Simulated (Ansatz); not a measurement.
Total energies of C₂H₃Cl₂F (`CC(F)(Cl)Cl`).

```xyz
8

C     0.304    0.777    0.013
C    -0.260   -0.612   -0.082
F    -0.704   -0.848   -1.333
Cl    0.979   -1.831    0.287
Cl   -1.634   -0.819    1.024
H    -0.478    1.493   -0.239
H     1.131    0.871   -0.693
H     0.663    0.968    1.022
```

The species carries charge 0 and has multiplicity 1. The structure was optimised at the PBE0-D4/def2-TZVP level. Basis def2-TZVPP, Ansatz.

RPA on PBE orbitals: Hartree–Fock energy of these orbitals -1095.95156 Eh, correlation -1.54737 Eh (frozen core).

```tsv
functional	energy without D4 (Eh)	D4 term (kJ/mol)
B3LYP	-1098.39282	-30.5
r2SCANh	-1098.20558	-4.6
```

Task: Give the same for LDA (SPW92), PBE, revPBE, BLYP, r2SCAN, B97M-V, PBE0, r2SCAN0, HSE06 (plane-wave form), BHLYP, CAM-B3LYP, LC-ωPBE, ωB97X-V, ωB97M-V, B2PLYP, PBE-QIDH. (Best estimate.)

Result: The calculation gave: 
| functional | energy without D4 (Eh) | D4 term (kJ/mol) |
| --- | --- | --- |
| LDA (SPW92) | -1094.04038 | – |
| PBE | -1097.79325 | -18.7 |
| revPBE | -1098.13787 | -61.0 |
| BLYP | -1098.30976 | -42.4 |
| r2SCAN | -1098.21790 | -4.3 |
| B97M-V | -1098.09175 | – |
| PBE0 | -1097.87394 | -15.6 |
| r2SCAN0 | -1098.18834 | -5.1 |
| HSE06 (plane-wave form) | -1097.85013 | -14.5 |
| BHLYP | -1098.27306 | -22.4 |
| CAM-B3LYP | -1098.32517 | -15.7 |
| LC-ωPBE | -1098.01101 | – |
| ωB97X-V | -1098.17417 | – |
| ωB97M-V | -1098.26037 | – |
| B2PLYP | -1097.97869 | – |
| PBE-QIDH | -1097.68382 | – |

B3LYP takes the VWN-RPA correlation (the form of Gaussian; ORCA's B3LYP/G). HSE06 is the plane-wave form, built on full-range PBE exchange. The double hybrids freeze the cores in their second-order part.

LC-ωPBE has ω = 0.4 bohr⁻¹.
